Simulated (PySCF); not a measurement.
Species: C5H7 (doublet state).
Z-matrix (Å and degrees, GFN2-xTB geometry), rows numbered from 1:
```
C 
C   1  1.2939
C   2  1.4220  1  146.56
C   3  1.5282  2  121.65  1   -40.03
C   4  1.4913  3   60.11  2  -108.38
H   1  1.0927  2  123.86  3    -3.22
H   1  1.0811  2  122.05  3   177.97
H   3  1.0858  2  113.65  1   106.75
H   4  1.0785  3  117.23  5   108.51
H   4  1.0792  3  117.39  5  -109.35
H   5  1.0795  3  117.92  4   109.28
H   5  1.0795  3  117.30  4  -108.34
```

The hyperfine couplings belong to this conformer and change with its torsions.

Identity: `C=[C]C1CC1` [radical].

Computed with PySCF, UKS B3LYP, pcH-1 on C H, non-relativistic, mean-field spin-orbit, GIAO. One conformer (not necessarily the lowest) at the GFN2-xTB geometry, without solvent, vibrations or thermal averaging. A GFN2-xTB geometry isn't a minimum of the functional, and hyperfine couplings can be far from their values at a DFT geometry. The SCF solution wasn't tested for stability.

Problem. Where do the isotropic ENDOR lines of H6, H7, H8, H10/H11 and H9/H12 fall at 1219.3 mT, to first order?

Solution. ν± = |νn ± a/2|, one line for each electron-spin manifold; νn = |g_N| × 7.62259 MHz/T × B.

```json
{"nuclei": "H6", "isotope": "1H", "g_N": "5.5857", "νn (MHz)": "51.91", "a_iso (MHz)": "171.01", "lower line (MHz)": "33.59", "upper line (MHz)": "137.42"}
{"nuclei": "H7", "isotope": "1H", "g_N": "5.5857", "νn (MHz)": "51.91", "a_iso (MHz)": "112.41", "lower line (MHz)": "4.29", "upper line (MHz)": "108.12"}
{"nuclei": "H8", "isotope": "1H", "g_N": "5.5857", "νn (MHz)": "51.91", "a_iso (MHz)": "8.48", "lower line (MHz)": "47.67", "upper line (MHz)": "56.16"}
{"nuclei": "H10/H11", "isotope": "1H", "g_N": "5.5857", "νn (MHz)": "51.91", "a_iso (MHz)": "6.21", "lower line (MHz)": "48.81", "upper line (MHz)": "55.02"}
{"nuclei": "H9/H12", "isotope": "1H", "g_N": "5.5857", "νn (MHz)": "51.91", "a_iso (MHz)": "-4.16", "lower line (MHz)": "49.84", "upper line (MHz)": "53.99"}
```

Problem. Which pairs are centred on the nuclear Larmor frequency, and which on half the coupling?

Solution. Centred on νn, since |a| < 2νn: H8, H10/H11 and H9/H12. Centred on |a|/2 and split by 2νn: H6 and H7.

Problem. At what field would the lower line of H7 fall to zero frequency?

Solution. Where νn = |a|/2, that is B = 56.21 MHz/(5.5857 × 7.62259 MHz/T) = 1320 mT, as far as first order holds there.

Nuclei that the bonding pattern makes equivalent are averaged, as if the motion that swaps them (rotation, inversion, ring flip) were fast. The 1H value of +6.2 MHz is a mean of couplings from 2.3 to 10.1 MHz in this one geometry, not an average over conformers. The 1H value of -4.2 MHz is a mean of couplings from -7.7 to -0.7 MHz in this one geometry, not an average over conformers.

Time: 22 s (with the writing of density and orbital grids); peak memory 0.76 GiB. Hardware: one thread of an Arm Neoverse V1, shared host with 64 logical CPUs at a one-minute load of 8.5.
